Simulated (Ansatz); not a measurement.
# BH6N: a nudged elastic band in two tries

The task is a band of images between two relaxed ends.

Program: Ansatz 0.2.0. Level of theory: RKS PBE/def2-mTZVP. These are calculated values, not measurements.

### 1 The starting structure

Bond lengths: B1–H2 1.216 Å, B1–H3 1.217 Å, B1–H4 1.216 Å, B1–N5 1.648 Å, N5–H6 1.026 Å, N5–H7 1.026 Å, N5–H8 1.026 Å. Angles: H2–B1–H3 113.3°, H2–B1–H4 113.3°, H2–B1–N5 105.3°, H3–B1–H4 113.3°, H3–B1–N5 105.4°, H4–B1–N5 105.3°, B1–N5–H6 111.5°, B1–N5–H7 111.6°, B1–N5–H8 111.7°, H6–N5–H7 107.3°, H6–N5–H8 107.3°, H7–N5–H8 107.3°.

Structure file:

```xyz
8

B     0.0397   -0.1233    0.1559
H     0.2510    0.6398    1.0793
H     0.9327   -0.1385   -0.6700
H    -1.0657    0.0092   -0.3342
N     0.0395   -1.6288    0.8267
H    -0.1505   -2.3534    0.1255
H     0.9442   -1.8510    1.2566
H    -0.6751   -1.7175    1.5576
```

### 2 First attempt

Input file input.yaml:

```yaml
crystal:
  periodic: [false, false, false]
  atoms:
    - { symbol: B, position_ang: [0.039719, -0.123329, 0.155939] }
    - { symbol: H, position_ang: [0.250999, 0.63979, 1.079339] }
    - { symbol: H, position_ang: [0.932708, -0.138482, -0.670029] }
    - { symbol: H, position_ang: [-1.065708, 0.009179, -0.334207] }
    - { symbol: "N", position_ang: [0.039474, -1.6288, 0.826662] }
    - { symbol: H, position_ang: [-0.150532, -2.353402, 0.125529] }
    - { symbol: H, position_ang: [0.944242, -1.851047, 1.256566] }
    - { symbol: H, position_ang: [-0.6751, -1.71751, 1.557601] }
basis:
  gaussian: { orbitals: def2-mTZVP }
hamiltonian:
  xc: pbe
neb:
  order_check: false
  images: 7
  f_tol: 0.05
  max_iterations: 8
  spring: { min: 2.0, max: 10.0 }
  final_atoms:
    - { symbol: B, position_ang: [0.16337928, -0.76791694, -0.52851711] }
    - { symbol: H, position_ang: [-0.65579441, 0.83739959, 2.9570431] }
    - { symbol: H, position_ang: [1.12066603, -0.04774265, -0.62636072] }
    - { symbol: H, position_ang: [-0.92664042, -0.4503465, -0.92317894] }
    - { symbol: "N", position_ang: [0.32163273, -2.01790002, 0.06968637] }
    - { symbol: H, position_ang: [-0.43646116, -2.68537565, 0.18954561] }
    - { symbol: H, position_ang: [1.20928908, -2.3620679, 0.42869622] }
    - { symbol: H, position_ang: [5.51973086, 6.33034907, 8.43048547] }
  initial_path: idpp
```

Launch:

```sh
$ ansatz run input.yaml --threads 1 --pin off --max-ram 2048MiB --backend cpu --events-out ev --progress --plain --runs-dir out
```

Before running it: what results should come out? Wanted: first try.

As calculated:

| quantity | value |
| --- | --- |
| first try | timeout |
| cause | one atom of the second end is shifted by 6 along every axis, far from where it belongs |

In words: The program did not catch the first fault at the input check, so it cost a run.
